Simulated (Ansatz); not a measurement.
**Si₃H₇ radical: how energies converge with the basis set**

One table from this session's results is given with a row withheld; the runs are named, their logs left out.

Program: Ansatz 0.2.0, Gaussian basis. Level of theory: one geometry, several basis sets. These are calculated values, not measurements.

Plan: PBE0-D4/def2-SVP; ωB97M-V/def2-SVP; PBE0-D4/def2-QZVPP; ωB97M-V/def2-QZVPP; the functionals' def2-TZVPP values are taken from earlier runs.

## Structure used throughout

All runs share one geometry, relaxed beforehand with PBE0-D4 in a triple-zeta def2 set.

SMILES `[SiH2][SiH2][SiH3]`, 10 atoms, charge 0, spin multiplicity 2.

Atoms are counted from 1 here; the program's logs count them from 0.

Bond lengths: Si1–Si2 2.323 Å, Si1–H4 1.489 Å, Si1–H5 1.489 Å, Si2–Si3 2.338 Å, Si2–H6 1.489 Å, Si2–H7 1.493 Å, Si3–H8 1.488 Å, Si3–H9 1.487 Å, Si3–H10 1.488 Å. Angles: Si2–Si1–H4 113.9°, Si2–Si1–H5 115.7°, H4–Si1–H5 110.0°, Si1–Si2–Si3 108.9°, Si1–Si2–H6 108.4°, Si1–Si2–H7 112.1°, Si3–Si2–H6 109.9°, Si3–Si2–H7 109.6°, H6–Si2–H7 107.9°, Si2–Si3–H8 109.7°, Si2–Si3–H9 109.8°, Si2–Si3–H10 111.0°, H8–Si3–H9 108.7°, H8–Si3–H10 108.7°, H9–Si3–H10 108.9°.

Set-up of the first run:

Contents of in.yaml:

```yaml
crystal:
  periodic: [false, false, false]
  atoms:
    - {symbol: Si, position_ang: [-1.914064, 0.637557, -0.650386]}
    - {symbol: Si, position_ang: [0.391766, 0.734611, -0.386644]}
    - {symbol: Si, position_ang: [1.064833, -0.991509, 1.040197]}
    - {symbol: H, position_ang: [-2.414037, -0.693011, -1.092524]}
    - {symbol: H, position_ang: [-2.513214, 1.711680, -1.489371]}
    - {symbol: H, position_ang: [0.742260, 2.052504, 0.211772]}
    - {symbol: H, position_ang: [1.110770, 0.616028, -1.689241]}
    - {symbol: H, position_ang: [0.654421, -2.303120, 0.470578]}
    - {symbol: H, position_ang: [0.418798, -0.826566, 2.369548]}
    - {symbol: H, position_ang: [2.541669, -0.989376, 1.218870]}
basis:
  gaussian: {orbitals: def2-SVP}
magnetization: {spin_polarized: true, initial_magnetization: 1}
hamiltonian: {xc: pbe0, dispersion: d4}
output: {orbitals: {seedname: orbitals}}
```

Among the steps run: PBE0-D4 in def2-SVP; ωB97M-V in def2-SVP; PBE0-D4 in def2-QZVPP; ωB97M-V in def2-QZVPP.

One table of the session follows, with a row left open; its other results are not shown here.

It belongs to the step «Density functionals: the series». 

```
functional       basis  HOMO (eV)  LUMO (eV)
   PBE0-D4    def2-SVP      -6.24      -2.66
   PBE0-D4  def2-TZVPP      -6.24      -2.69
   PBE0-D4  def2-QZVPP      -6.24      -2.70
   ωB97M-V    def2-SVP      -7.92      -0.97
   ωB97M-V  def2-TZVPP      -7.95      -1.09
   ωB97M-V  def2-QZVPP          ?          ?
```

Estimate the missing values for ωB97M-V, def2-QZVPP.

As computed: HOMO (eV): -7.96; LUMO (eV): -1.14. In the column «HOMO (eV)» it is the lowest.
